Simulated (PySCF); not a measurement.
## NaP: one state, many levels of theory

State: ³Σ⁻ (triplet), unpaired electrons π ↑↑. Set-up: PySCF, no relativity, basis sets Na 6-311G(d,p), P 6-311G(d,p). De refers to Na + P in their high-spin ground configurations, without counterpoise correction. The functionals are run spin-unrestricted. A positive dipole means Na(−)P(+).

| Level | Re (Å) | ωe (cm⁻¹) | De (eV) | μ (D) | CPU s a point (SCF and correlation, without the integrals) |
| --- | --- | --- | --- | --- | --- |
| ROHF | 2.693 | 286 | 0.128 | -9.09 | 0.16 |
| ROHF-MP2 | 2.662 | 293 | 0.77 | n/a | 0.25 |
| ROHF-SCS-MP2 | 2.668 | 290 | 0.81 | n/a | n/a |
| ROHF-CCSD | 2.679 | 277 | 0.83 | n/a | n/a |
| ROHF-CCSD(T) | 2.684 | 273 | 0.90 | n/a | 5.8 |
| PBE | 2.689 | 265 | 1.42 | -6.80 | 1 |
| BLYP | 2.701 | 260 | 1.44 | -6.53 | 0.6 |
| r²SCAN | 2.690 | 268 | 1.35 | -7.51 | 1.3 |
| M06-L | 2.682 | 271 | 1.65 | -9.09 | 1.1 |
| r²SCANh | 2.683 | 271 | 1.32 | -7.70 | 1.4 |
| PBE0 | 2.670 | 277 | 1.31 | -7.55 | 1.6 |
| ωB97X | 2.654 | 289 | 1.53 | -8.75 | 0.98 |

The bond length runs from 2.654 Å (ωB97X) to 2.701 Å (BLYP). De spans 0.13 eV (ROHF, mean field) to 1.65 eV (M06-L, meta-GGA). Correlation at CCSD(T) changes the Hartree–Fock bond energy by +0.77 eV; the triples alone change it by +0.07 eV.

Correlated steps freeze 6 core orbitals. The state was picked by a PBE0 search and need not be the measured ground state.

The whole job (state search and all levels along the bond) took about 2.9 min on 1 thread of Intel Xeon Platinum 8259CL @ 2.50GHz (shared host), peak memory 0.6 GiB.
